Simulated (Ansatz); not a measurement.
Input for Ansatz (development build ahead of 0.2.0):

```yaml
crystal:
  periodic: [false, false, false]
  atoms:
    - { symbol: Na, position_ang: [0.0, 0.0, -0.15779] }
    - { symbol: H, position_ang: [0.0, 0.0, 1.73566] }
basis:
  gaussian: { orbitals: def2-TZVP }
hamiltonian:
  xc: hf
correlation:
  method: mp2
  frozen_orbitals: { H: 0, Na: 1 }
```

The input is written out in the form of the current development build from the run's settings.

The run gave:

```yaml
Converged: yes
Reference_energy: -162.38553 hartree
Correlation_energy: -0.18581 hartree
Total_energy: -162.57134 hartree
Spin_squared_of_the_determinant: 0.000
```
